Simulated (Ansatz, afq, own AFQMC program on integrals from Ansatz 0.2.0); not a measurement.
## AFQMC, coupled cluster and functionals along a coordinate of GeNH3, singlet

```yaml
atoms:
  - { symbol: Ge, position_ang: [0.0000, 0.0136, 0.2703] }
  - { symbol: N, position_ang: [0.0000, -0.1285, -1.4273] }
  - { symbol: H, position_ang: [0.0000, 1.2926, 1.1326] }
  - { symbol: H, position_ang: [0.0000, -1.2745, 1.0940] }
  - { symbol: H, position_ang: [0.0000, 0.7906, -1.8701] }
```

The Ge1–N2 distance is changed with both sides rigid. Energies in mEh count from this geometry (1.703 Å) at the same level; the start stands on RHF, each point on the determinant named.

Basis cc-pVDZ. Only valence electrons are correlated. Integrals, coupled cluster, full CI and functionals: Ansatz 0.2.0; the random walks run on the same integrals in our own AFQMC program. ph-AFQMC/CISD is guided by a CISD state made of CCSD amplitudes; releasing the constraint for a short imaginary time cuts its bias at the price of noise, slowly where states lie close. Uncertainties: one standard error, sampling alone. No spin–orbit coupling.

Cautions, each for one point or more: (T) is large; cluster runs in doubt by the program's own checks; higher spins were not checked; inner d shell frozen; no relativity below Rb; no spin-orbit coupling; raised T1 diagnostic; restricted determinant unstable towards unrestricted; strong correlation.

| r(Ge1–N2) / Å | det. | T1 | weight | B3LYP | PBE0 | CCSD(T) |
| --- | --- | --- | --- | --- | --- | --- |
| 1.566 | RHF | 0.018 | 0.87 | 20.1 | 18.2 | 23.9 |
| 1.903 | RHF | 0.033 | 0.83 | 16.3 | 19.2 | 11.3 |
| 2.372 | RHF¶ | 0.160 | 0.48 | 95.4§ | 98.3§ | 76.1 |

Q: Estimate the curve of phaseless AFQMC with a CISD trial, counted from the same start.

A: 
```json
{"r(Ge1–N2) / Å": "1.566", "det.": "RHF", "T1": "0.018", "weight": "0.87", "ph-AFQMC/CISD": "23.1 ± 1.0"}
{"r(Ge1–N2) / Å": "1.903", "det.": "RHF", "T1": "0.033", "weight": "0.83", "ph-AFQMC/CISD": "10.3 ± 1.4"}
{"r(Ge1–N2) / Å": "2.372", "det.": "RHF¶", "T1": "0.160", "weight": "0.48", "ph-AFQMC/CISD": "85.1 ± 1.5"}
```

Weight is that of the determinant in the CISD state; at the start T1 is 0.022 and the weight 0.86. ¶ marks points with a poor determinant and no full CI, where no value is sure; they don't count among the departures. § marks a functional whose ⟨S²⟩ is too high by over 0.1. Largest departures from phaseless AFQMC with a CISD trial: CCSD(T) 1.0 mEh at 1.903 (on RHF) (within the noise), B3LYP 5.9 mEh at 1.903, PBE0 8.9 mEh at 1.903. The walk's constraint bias lies outside its error bars, so these are departures and not errors. Functionals count only at points shown to share the start's state and spin. In this small basis the wave-function levels are far from their limit, so their gap to the functionals isn't the functionals' error.

A walk keeps the symmetry of its determinant, which the program's search chose and which needn't be the lowest solution, so a lower state of the same spin and another symmetry isn't excluded.
